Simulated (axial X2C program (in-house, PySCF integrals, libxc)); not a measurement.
# Curves of P₂⁻ by EOM-EA-CCSD

Calculated with an in-house all-electron X2C program for linear molecules (integrals from PySCF): two-component X2C with atomic mean-field Coulomb and Gaunt terms, Gaussian nuclei, basis P dyall-av3z with contracted cores.

Energies in eV from the lowest point of the lowest state; states are followed by energy order within each Ω, g and u pooled. Reference: P₂, 10 electrons correlated in 92 virtual spinors with an MP2 remainder; levels at this size can be off by some tenths of an eV. Masses 30.974 and 30.974 u.

```csv
R (Å),(1)Ω=1/2,(1)Ω=3/2
1.740,1.1637,1.1773
1.815,0.4815,0.5040
1.891,0.1286,0.1523
1.976,0.0000,0.0246
2.061,0.0783,0.1035
2.175,0.3864,0.4123
```

T1 of the reference reaches 0.023 (Lee–Taylor). Curves followed by order can swap character. Number of frozen shells: P 2 s, 1 p. Roots with under 60 % one-particle weight at any point are counted in the labels but not shown, and the list ends where the roots sought for some Ω run out; states that need a further excitation are missing and may lie low or lowest. Curves with a minimum but no constants failed the fit check.
